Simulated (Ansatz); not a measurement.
A run of Ansatz (development build ahead of 0.2.0) on singlet Si₂O at this shape:

```xyz
3

O     0.0000    0.0000    2.7360
Si    0.0000    0.0000    0.0000
Si    0.0000    0.0000   -3.4316
```

Its results:

```yaml
Converged: yes
Total_energy: -644.72174 hartree
Spin_squared_of_the_determinant: 2.995
Stability_test: minimum
```

Q: Which input gives this output? Name the method, the orbitals and the basis set, and write the input.

A: UHF in STO-3G.

```yaml
crystal:
  periodic: [false, false, false]
  atoms:
    - { symbol: O, position_ang: [0.0, 0.0, 2.736] }
    - { symbol: Si, position_ang: [0.0, 0.0, 0.0] }
    - { symbol: Si, position_ang: [0.0, 0.0, -3.4316] }
basis:
  gaussian: { orbitals: STO-3G }
magnetization:
  spin_polarized: true
hamiltonian:
  xc: hf
```

Caution: the unrestricted determinant is a mixture of spin states.
